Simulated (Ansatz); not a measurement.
# AlSiH3 (quintet): the correlation ladder, cc-pVTZ

An exercise on one series of results from a longer session: the logs are not shown, and one member is left open.

Program: Ansatz 0.2.0, Gaussian basis. Level of theory: cc-pVTZ, core rule «outside noble gas», up to 10 orbitals frozen. These are calculated values, not measurements.

Plan: UHF; CCSD(T) on ROHF; CCSD(T) on UHF; BCCD(T) on ROHF; CCSDT(Q) on ROHF; CCSDT(Q) on UHF.

9 further runs of the same task are left out: 5 for a known fault of the program, 4 set aside as unsound or not needed.

**The geometry**

The geometry is a PBE0/def2-TZVP stationary point (not a proven minimum) of the parent state, kept for this charge and spin.

5 atoms, charge 0, spin multiplicity 5.

Atoms are counted from 1 here; the program's logs count them from 0.

Bond lengths: Si1–Al2 2.389 Å, Si1–H3 1.498 Å, Al2–H4 1.587 Å, Al2–H5 1.583 Å. Angles: Al2–Si1–H3 124.9°, Si1–Al2–H4 119.4°, Si1–Al2–H5 117.5°, H4–Al2–H5 123.1°.

Coordinates:

```xyz
5
charge 0, multiplicity 5
Si    0.00000   -0.08807    1.20072
Al    0.00000    0.04521   -1.18437
H     0.00000    1.09044    2.12565
H     0.00000    1.46864   -1.88560
H     0.00000   -1.31543   -1.99267
```

Set-up of the first run:

Contents of in.yaml:

```yaml
crystal:
  periodic: [false, false, false]
  atoms:
    - {symbol: Si, position_ang: [0.000000, -0.088069, 1.200716]}
    - {symbol: Al, position_ang: [0.000000, 0.045214, -1.184371]}
    - {symbol: H, position_ang: [0.000000, 1.090439, 2.125646]}
    - {symbol: H, position_ang: [0.000000, 1.468638, -1.885604]}
    - {symbol: H, position_ang: [0.000000, -1.315430, -1.992670]}
basis:
  gaussian: {orbitals: cc-pVTZ}
magnetization: {spin_polarized: true, initial_magnetization: 4}
hamiltonian: {xc: hf}
output: {orbitals: {seedname: orbitals}}
```

Command:

```sh
ansatz run in.yaml --threads 1 --pin off --events-out ev --progress --plain --max-ram 2816MiB --backend cpu
```

Steps of the session up to this table: UHF; CCSD(T) on ROHF; CCSD(T) on UHF; BCCD(T) on ROHF; CCSDT(Q) on ROHF; CCSDT(Q) on UHF.

One table of the session follows, with a row left open; its other results are not shown here.

```
   method  from RCCSDT(Q) (kcal/mol)
     ROHF                    +128.77
      UHF                    +126.90
     RMP2                     +32.76
     UMP2                     +32.55
    RCCSD                      +6.89
    UCCSD                      +6.79
 RCCSD(T)                      +1.67
 UCCSD(T)                      +1.62
  BCCD(T)                      +1.60
   RCCSDT                          ?
   UCCSDT                      +0.17
RCCSDT(Q)                          0
UCCSDT(Q)                      -0.12
```

Estimate the missing values for RCCSDT.

**Answer.** from RCCSDT(Q) (kcal/mol): +0.23. In the column «from RCCSDT(Q) (kcal/mol)» it lies between UCCSDT (+0.17) and BCCD(T) (+1.60).

To keep in mind: Restricted and unrestricted rows rest on different reference determinants; where their highest levels disagree by more than a few hundredths of an eV, they describe different states and don't form one ladder.
